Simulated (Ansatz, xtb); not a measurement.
## Two isomers of C4H2F+

Structure I: `[CH+]=C=C=CF`, a singlet. Structure II: `C=C=C=[C+]F`, a singlet. Both are isolated ions in the gas phase, relaxed with PBE0-D3(BJ)/pcseg-1.

Energies in hartree; the thermal terms are from PBE0-D3(BJ)/pcseg-1 harmonic frequencies (ideal gas, rigid rotor, one conformer each, 298.15 K, 1 atm) and include the zero-point energy:

|  | I | II |
| --- | --- | --- |
| E, CCSD(T)/def2-SVP | −252.126160 | −252.138592 |
| E, MP2/def2-SVP | −252.066959 | −252.083452 |
| E, MP2/def2-TZVPP | −252.523731 | −252.538341 |
| zero-point energy | 0.041331 | 0.040595 |
| H(298 K) − E | 0.047539 | 0.047103 |
| G(298 K) − E | 0.013344 | 0.013716 |

Question: Correct the CCSD(T) difference for the basis set by the MP2 change, then work out ΔE, ΔE₀, ΔH and ΔG for I → II in kJ/mol (1 Eh = 2625.50 kJ/mol) and the equilibrium ratio [II]/[I].

Answer: 1. Differences II − I: CCSD(T) −0.012432, MP2 in the small set −0.016493, MP2 in the large set −0.014610 Eh.
2. ΔE = −0.012432 + (−0.014610 − (−0.016493)) = −0.010549 Eh = −27.70 kJ/mol.
3. ΔE₀ = ΔE + ΔZPE = −0.010549 + (−0.000736) Eh = −29.63 kJ/mol.
4. ΔH = ΔE + (−0.000436) Eh = −28.84 kJ/mol.
5. ΔG = ΔE + (+0.000372) Eh = −26.72 kJ/mol, so ΔS = (ΔH − ΔG)/T = −7.1 J/(mol K).
6. kT = 0.9442 mEh, so K = [II]/[I] = exp(−ΔG/kT) = exp(+10.78) ≈ 4.8 × 10^4.

Structure II is favoured at this temperature. An error of 4 kJ/mol in ΔG would change K by a factor of 5. Large T1 diagnostics make the coupled-cluster value less sure. Mirror images and further conformers aren't counted.

As drawn, both hold the same kinds of bond in the same numbers.

Other levels gave ΔE = −83.2 (GFN2-xTB); −50.5 (HF/STO-3G, GFN2-xTB geometries); −48.4 (r2SCAN-D4/def2-SVP, GFN2-xTB geometries); −36.2 (PBE0-D3(BJ)/pcseg-1); −19.7 (HF/def2-SVP); −43.3 (MP2/def2-SVP); −32.6 (CCSD(T)/def2-SVP) kJ/mol. The correlated steps freeze 5 core orbitals. Programs: Ansatz 0.2.0, xtb 6.7.1.
